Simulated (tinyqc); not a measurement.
CCSD on RHF in the sto-3g basis, frozen core, for H3O+, spin multiplicity 1, step by step. One step of it, computed by the program tinyqc.

Task: Orthogonalisation. S = U s U^T; canonical form X = U s^(-1/2), so that X^T S X = 1. Each column of U has its largest component positive (the first on a tie).

overlap S:
```
           1O 1s     1O 2s     1O 2px     1O 2py     1O 2pz      2H 1s      3H 1s      4H 1s
1O 1s   1.000000  0.236704   0.000000   0.000000   0.000000   0.040011   0.040076   0.040076
1O 2s   0.236704  1.000000   0.000000   0.000000   0.000000   0.396243   0.396648   0.396648
1O 2px  0.000000  0.000000   1.000000   0.000000   0.000000   0.333814  -0.166977  -0.166977
1O 2py  0.000000  0.000000   0.000000   1.000000   0.000000   0.000000   0.289320  -0.289320
1O 2pz  0.000000  0.000000   0.000000   0.000000   1.000000  -0.095559  -0.095691  -0.095691
2H 1s   0.040011  0.396243   0.333814   0.000000  -0.095559   1.000000   0.163489   0.163489
3H 1s   0.040076  0.396648  -0.166977   0.289320  -0.095691   0.163489   1.000000   0.163582
4H 1s   0.040076  0.396648  -0.166977  -0.289320  -0.095691   0.163489   0.163582   1.000000
```

Give: eigenvalues of S; X.

Result:

eigenvalues of S: 0.4051  0.5010  0.5013  0.9424  1.0482  1.3353  1.3355  1.9313

X:
```
              1        2        3        4        5        6        7        8
1O 1s   -0.3708   0.0000  -0.0009   0.7199   0.6265   0.0001   0.0000   0.1517
1O 2s    1.1989   0.0000   0.0023  -0.1049   0.1871   0.0001   0.0000   0.4381
1O 2px  -0.0020   0.0000   0.8955   0.0001   0.0000   0.6692   0.0000  -0.0001
1O 2py   0.0000   0.8958   0.0000   0.0000   0.0000   0.0000   0.6692   0.0000
1O 2pz  -0.2536   0.0000  -0.0004  -0.6889   0.6967   0.0000   0.0000  -0.0964
2H 1s   -0.5236   0.0000  -0.8928  -0.1382  -0.1171   0.4482   0.0000   0.3126
3H 1s   -0.5269  -0.7726   0.4448  -0.1381  -0.1171  -0.2238   0.3880   0.3129
4H 1s   -0.5269   0.7726   0.4448  -0.1381  -0.1171  -0.2238  -0.3880   0.3129
```
